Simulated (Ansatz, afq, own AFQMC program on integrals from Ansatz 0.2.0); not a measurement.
Integrals from Ansatz 0.2.0, then the random walk in our own AFQMC program (afq).

```yaml
crystal:
  periodic: [false, false, false]
  atoms:
    - {symbol: B, position_ang: [0.000000, 0.041916, 0.595757]}
    - {symbol: O, position_ang: [0.000000, -0.086858, -0.488624]}
    - {symbol: H, position_ang: [0.000000, 1.141054, 1.081912]}
    - {symbol: H, position_ang: [0.000000, -0.954593, 1.257288]}
    - {symbol: H, position_ang: [0.000000, 0.742695, -0.973082]}
basis:
  gaussian: {orbitals: cc-pVDZ}
magnetization: {spin_polarized: false}
correlation: {method: ccsd_t, electrons: outside_noble_gas, hamiltonian_folder: ham}
```

```sh
$ ansatz run in.yaml --threads 1 --pin off --events-out ev --progress --plain --max-ram 1382MiB
```

Options of the walk:

```
--method phaseless --trial hf --walkers 120 --populations 1 --least-time 40 --time-step 0.005 --steps-per-block 20 --equilibration-blocks 112 --max-blocks 600 --target-error 0.00126 --factor-cut 1e-05 --seed 5956 --taylor-order 6
```

Times are imaginary, in 1/Eh. The walk had a cap of 733 s.

```
orbitals 41  electrons 6 6  factors 330 of 388
reference energy -101.23706216 Eh
CCSD correlation -0.29441099 Eh in 9 cycles, weight of the determinant in the CISD state 0.9109
energy of the start -101.237062 Eh
 block  time / (1/Eh)  mean weight  energy / Eh
     1     0.100  1.0017  -101.334748
     2     0.200  1.0022  -101.389811
     3     0.300  1.0025  -101.412646
     4     0.400  1.0020  -101.451188
     5     0.500  1.0009  -101.466591
     8     0.800  1.0003  -101.505276
    18     1.800  0.9973  -101.517907
    69     6.900  1.0006  -101.545493
   120    12.000  1.0029  -101.546600
   171    17.100  1.0006  -101.573913
   222    22.200  0.9971  -101.506490
   239    23.900  0.9982  -101.488466
   273    27.300  0.9998  -101.584002
   324    32.400  1.0007  -101.530784
   375    37.500  0.9976  -101.512543
   426    42.600  1.0003  -101.552734
   477    47.700  1.0010  -101.582945
   528    52.800  1.0011  -101.540627
   579    57.900  0.9998  -101.545414
   630    63.000  1.0015  -101.575763
   681    68.100  1.0005  -101.531954
   698    69.800  1.0001  -101.539779
blocks merged  error / Eh  count
     1  0.000991  600
     2  0.001294  300
     4  0.001671  150
     8  0.001996  75
    16  0.002360  37
    32  0.002715  18
    64  0.002257  9
energy -101.541153 +/- 0.002715 Eh
(rows thinned)
```

Problem. Estimate how long the walk took on 1 thread of Intel(R) Xeon(R) 6975P-C (Granite Rapids) (shared host).

Solution. 2.3 min of wall time.

The run passed its tests (sampling time, drift between the halves within three errors, error under three times the target), which doesn't prove that it has relaxed.

Against this walk (error 73.9 meV) on the same determinant: CCSD(T) 107.8 meV higher (within the noise), CCSDT(Q) 84.3 meV higher (within the noise), a separate phaseless walk with a CISD trial and standard settings 83.7 ± 74.7 meV higher (within the noise). The error is statistical and leaves out the bias of the constraint.

Cautions: constraint bias not in the error; error above the target (73.9 against 34.3 meV).

CCSDT and higher add their correlation energy to the determinant of the CCSD(T) run, since their own runs factorise the integrals more tightly (a shift of under 2 meV). A walk keeps the symmetry of its determinant, which the program's search chose and which needn't be the lowest solution, so a lower state of the same spin and another symmetry isn't excluded.
